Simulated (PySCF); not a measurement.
Species: C4H6N2.
Bonds: C1–N2, N2–C3 (aromatic), C3–C4 (aromatic), C4–N5 (aromatic), N5–C6 (aromatic), N2–C6 (aromatic). Hydrogens: H7, H8, H9 on C1; H10 on C3; H11 on C4; H12 on C6.

Method: PBE0-D3(BJ)/def2-SVP geometry optimisation, gas phase in PySCF; density fitting, grid level 1; the optimiser is geomeTRIC in internal coordinates, started from a GFN2-xTB structure.

Step 0: E = -7212.0147 eV
```
atom  x, y, z in Å  |  force x, y, z in eV/Å
C1     -1.6677   -0.2990    0.1389    0.179  -0.042   0.064
N2     -0.2656   -0.0352   -0.0091   -0.075  -0.132  -0.030
C3      0.7329   -0.9675   -0.0541   -0.092  -0.097   0.016
C4      1.8978   -0.2673   -0.1775   -0.155   0.316   0.011
N5      1.6371    1.0646   -0.2074    0.346   0.410  -0.045
C6      0.3418    1.1703   -0.1040    0.231  -0.038  -0.020
H7     -1.8827   -0.6920    1.1361   -0.120  -0.077   0.249
H8     -1.9974   -1.0308   -0.6013   -0.131  -0.144  -0.208
H9     -2.2246    0.6260   -0.0032   -0.177   0.235  -0.046
H10     0.5316   -2.0175    0.0021   -0.150  -0.652   0.037
H11     2.9015   -0.6350   -0.2465    0.622  -0.347  -0.044
H12    -0.1983    2.0964   -0.0950   -0.478   0.568   0.015
```

Step 1: E = -7212.0520 eV
```
atom  x, y, z in Å  |  force x, y, z in eV/Å
C1     -1.6672   -0.2970    0.1417   -0.046  -0.014  -0.015
N2     -0.2596   -0.0421   -0.0103    0.007   0.028   0.005
C3      0.7436   -0.9778   -0.0507   -0.039  -0.039   0.005
C4      1.9090   -0.2593   -0.1767    0.118  -0.075  -0.008
N5      1.6448    1.0787   -0.2121    0.004   0.029  -0.003
C6      0.3434    1.1758   -0.1091   -0.070   0.038   0.002
H7     -1.8964   -0.7005    1.1403    0.003   0.002  -0.001
H8     -2.0176   -1.0134   -0.6167    0.001   0.015   0.007
H9     -2.2219    0.6420    0.0103    0.020  -0.016   0.006
H10     0.5393   -2.0455    0.0093    0.015   0.041   0.000
H11     2.9258   -0.6501   -0.2460   -0.053   0.037   0.003
H12    -0.2366    2.1020   -0.1009    0.041  -0.047  -0.003
```

Q: Estimate the geometry and energy of step 2. (The exact step hangs on the optimiser's Hessian estimate; all steps are aligned on step 1, rigid shifts and turns removed.)

A: E = -7212.0521 eV, largest force 0.072 eV/Å
```
atom  x, y, z in Å  |  force x, y, z in eV/Å
C1     -1.6690   -0.2973    0.1415   -0.006  -0.014  -0.001
N2     -0.2607   -0.0430   -0.0099    0.053   0.010   0.003
C3      0.7446   -0.9769   -0.0503   -0.012  -0.058   0.004
C4      1.9120   -0.2605   -0.1770   -0.071   0.009   0.004
N5      1.6440    1.0776   -0.2128    0.013   0.038  -0.001
C6      0.3423    1.1745   -0.1092    0.012   0.004  -0.009
H7     -1.8984   -0.7018    1.1397    0.003  -0.001  -0.001
H8     -2.0212   -1.0108   -0.6182    0.002   0.004  -0.002
H9     -2.2206    0.6430    0.0125    0.002   0.002   0.004
H10     0.5414   -2.0435    0.0108    0.001  -0.006   0.002
H11     2.9280   -0.6484   -0.2461   -0.003   0.008   0.000
H12    -0.2358    2.0999   -0.1019    0.006   0.003  -0.001
```

The energy changes by -0.0001 eV. The first-order estimate −F·Δx gives -0.0007 eV and the mean of the old and new forces, exact on a quadratic surface, -0.0001 eV. The step makes an angle of 70° with the force vector and moves no atom by more than 0.005 Å.

What follows is the cost of the whole optimisation. Hardware: Arm Neoverse V2, one thread, on a shared host. Cost: 19 s of wall time, 0.46 GiB resident at most.
